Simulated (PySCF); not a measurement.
Compound: C5H7 (charge +1).
Cartesian coordinates in Å at the PBE0-D3(BJ)/def2-SVP level; atoms count from 1:
```xyz
12
C5H7 angstrom
C      1.1612    0.8086   -0.1005
C     -0.1587    1.2401   -0.1580
C     -1.1047    0.1309   -0.0149
C     -0.2213   -1.0986    0.1304
C      1.1435   -0.5707    0.0715
H      2.0491    1.4374   -0.1768
H     -0.4661    2.2834   -0.2925
H     -1.7716    0.3127    0.8525
H     -1.8044    0.0988   -0.8732
H     -0.3771   -1.6685    1.0681
H     -0.3706   -1.8607   -0.6609
H      2.0386   -1.1976    0.1533
```

Method used: PySCF, TDDFT CAM-B3LYP/def2-SVPD, vertical, gas phase, core orbitals frozen in the response.

Kohn–Sham orbitals with the atoms that hold most of them (Löwdin shares over 4%, at most four atoms; ? is withheld):

```json
{"orbital": "HOMO-3", "ε (eV)": "-18.09", "atoms": "C3 20%, C4 20%, C2 17%, C5 17%"}
{"orbital": "HOMO-2", "ε (eV)": "-17.66", "atoms": "C4 30%, C3 30%, C5 9%, C2 9%"}
{"orbital": "HOMO-1", "ε (eV)": "-17.41", "atoms": "?"}
{"orbital": "HOMO", "ε (eV)": "-15.79", "atoms": "?"}
{"orbital": "LUMO", "ε (eV)": "?", "atoms": "C5 32%, C2 32%, C1 10%, C4 5%"}
{"orbital": "LUMO+1", "ε (eV)": "-3.60", "atoms": "C1 37%, C2 17%, C5 17%, H6 6%"}
{"orbital": "LUMO+2", "ε (eV)": "-2.93", "atoms": "C4 14%, C3 14%, C5 13%, C2 13%"}
```

Problem. Give the leading atoms of the HOMO-1.

Solution. C3 (bonded to 2 C and 2 H) 25%; C4 (bonded to 2 C and 2 H) 25%; H8 (bonded to C) 9%; H10 (bonded to C) 9%. By element: carbon 51% or more, hydrogen 18% or more.

Problem. Which atoms hold the HOMO, and with what shares?

Solution. C1 (bonded to 2 C and H) 36%; C5 (bonded to 2 C and H) 19%; C2 (bonded to 2 C and H) 19%; C3 (bonded to 2 C and 2 H) 7%.

Problem. What is the LUMO energy, and the HOMO–LUMO gap?

Solution. ε(LUMO) = -7.65 eV; the gap is 8.15 eV (0.2993 hartree).

Problem. The HOMO–LUMO gap is 8.15 eV. Where does the response calculation put the lowest singlet, and from which orbitals?

Solution. S1 is at 5.27 eV (f = 0.200), 2.88 eV below the gap, made of HOMO→LUMO (98%). 

Problem. One configuration dominates each of S1, S2, S6 and S7. Which, and how do the shares of the two leading atoms of either orbital change from the occupied to the empty one?

Solution. 
- S1 (5.27 eV, f 0.200), HOMO→LUMO (98%): C1 36% → 10%, C5 19% → 32%, C2 19% → 32%
- S2 (5.80 eV, f 0.0000), HOMO-2→LUMO (95%): C4 30% → 5%, C3 30% → at most 5%, C5 9% → 32%, C2 9% → 32%
- S6 (6.65 eV, f 0.124), HOMO-1→LUMO (98%): C3 25% → at most 5%, C4 25% → 5%, C5 at most 9% → 32%, C2 at most 9% → 32%
- S7 (9.15 eV, f 0.286), HOMO→LUMO+1 (96%): C1 36% → 37%, C5 19% → 17%, C2 19% → 17%
